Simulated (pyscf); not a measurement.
H₃C–O–CH₃ (SMILES COC) + H• (SMILES [H]) → CH₃• (SMILES [CH3]) + H₃C–OH (SMILES CO) (substitution at O; doublet surface; C–O broken, H–O formed). PySCF, gas phase, ωB97X-D3(BJ)/def2-SVP geometries. Energies in kcal/mol from the separated reactants.

```json
[
 {"level": "ωB97X-D3(BJ)/def2-TZVP", "barrier": "31.3", "reaction energy": "-19.2"},
 {"level": "PBE/def2-TZVP", "barrier": "19.0", "reaction energy": "-18.6"},
 {"level": "r²SCAN/def2-TZVP", "barrier": "20.1", "reaction energy": "-23.6"},
 {"level": "B3LYP-D3(BJ)/def2-TZVP", "barrier": "21.9", "reaction energy": "-22.6"},
 {"level": "PBE0-D3(BJ)/def2-TZVP", "barrier": "26.0", "reaction energy": "-19.4"},
 {"level": "M06-2X/def2-TZVP", "barrier": "29.9", "reaction energy": "-18.6"}
]
```

The functionals in the table span 12.3 kcal/mol in this barrier, from PBE to ωB97X-D3(BJ)/def2-TZVP. The same reactants have a lower exit, to •H₂C–O–CH₃ + H₂ (barrier +7.9 kcal/mol at ωB97M-D3(BJ)/def2-TZVP, against +28.4 kcal/mol here). H₃C–O–CH₃ lies 11.4 kcal/mol over its isomer H₃C–CH₂–OH (electronic energy, ωB97M-D3(BJ)/def2-TZVP). This is the saddle that the search found; another between the same sides may lie lower. The angle at the attacked O is 144°.
